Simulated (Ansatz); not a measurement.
Relaxation of CH5AlO (8 atoms, charge 0, multiplicity 1), to a largest force component of 0.02 eV/Å in at most 40 steps.

Computed with Ansatz 0.2.0, RKS B3LYP-D4/6-31G*.

```xyz
8
Properties=species:S:1:pos:R:3:forces:R:3
Al 0.000 0.000 0.000 -0.52 0.08 -1.02
H 0.000 0.000 1.560 -0.13 -0.06 0.48
C 1.706 0.000 -0.985 -0.26 0.29 0.02
H 2.036 -1.046 -1.155 0.01 0.45 -0.02
H 1.569 0.508 -1.962 0.27 -0.32 0.33
H 2.476 0.538 -0.393 -0.17 -0.31 -0.35
O -1.542 0.000 -0.890 0.22 -1.75 0.92
H -2.051 -0.847 -0.681 0.59 1.61 -0.37
```

Problem. Where does it end, and by what steps?

Solution. The forces met the threshold. The force dipped under the threshold on the way, but the program's further checks kept it going. After 16 steps the energy has fallen by 0.300 eV; H8 moved furthest, 0.63 Å.

| step | energy less start (eV) | largest force component (eV/Å) | accepted |
| --- | --- | --- | --- |
| 0 | 0.0000 | 1.751 | yes |
| 1 | -0.0758 | 1.911 | yes |
| 2 | -0.0804 | 1.834 | yes |
| 3 | -0.2909 | 0.325 | yes |
| 4 | -0.2971 | 0.077 | yes |
| 5 | -0.2980 | 0.041 | yes |
| 6 | -0.2983 | 0.012 | yes |
| 7 | -0.2985 | 0.029 | yes |
| 8 | -0.2986 | 0.045 | yes |
| 9 | -0.2988 | 0.049 | yes |
| 10 | -0.2990 | 0.053 | yes |
| 11 | -0.2990 | 0.067 | yes |
| 12 | -0.2990 | 0.087 | no |
| 13 | -0.2992 | 0.049 | yes |
| 14 | -0.2993 | 0.032 | yes |
| 15 | -0.2994 | 0.022 | yes |
| 16 | -0.2995 | 0.019 | yes |

```xyz
8
Properties=species:S:1:pos:R:3
Al 0.033 -0.197 -0.034
H -0.082 -0.399 1.544
C 1.719 0.019 -0.995
H 2.338 -0.885 -0.915
H 1.559 0.221 -2.060
H 2.315 0.843 -0.580
O -1.418 -0.170 -0.956
H -2.269 -0.280 -0.512
```

Whether the end is a true minimum wasn't checked by a vibrational analysis.

Run time: 39 s on 1 thread of Intel(R) Xeon(R) Platinum 8259CL CPU @ 2.50GHz (Skylake/Cascade Lake) (shared host), peak memory 0.15 GiB.
